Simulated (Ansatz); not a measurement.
Basis-set extrapolation for Al2H5N, SMILES `[NH2][AlH][AlH2]` (PBE0-D4/def2-TZVP geometry, frozen core, Ansatz). Multiplicity 1, RHF reference.

```json
{"": "HF", "def2-TZVPP": "-541.247729", "def2-QZVPP": "-541.265037"}
{"": "MP2 correlation", "def2-TZVPP": "-0.376046", "def2-QZVPP": "-0.403360"}
{"": "CCSD(T) correlation", "def2-TZVPP": "-0.430135", "def2-QZVPP": "not run"}
```

Energies in hartree. Use E(X) = E(∞) + A·exp(−7.88·√X) for Hartree–Fock and E(X) = E(∞) + B·X^(−2.97) for correlation, with X = 3 and 4, and add CCSD(T) minus MP2 of the smaller set to the MP2 limit.

Q: What is the CCSD(T) energy at the basis-set limit?

A: HF limit: -541.265037 + (-0.017308) × 0.13774 = -541.26742. MP2 limit: -0.403360 + (-0.027314) × 0.74074 = -0.42359. Higher-order term: -0.430135 − (-0.376046) = -0.05409. Total: -541.74510 hartree, 1.83 eV below CCSD(T)/def2-TZVPP.
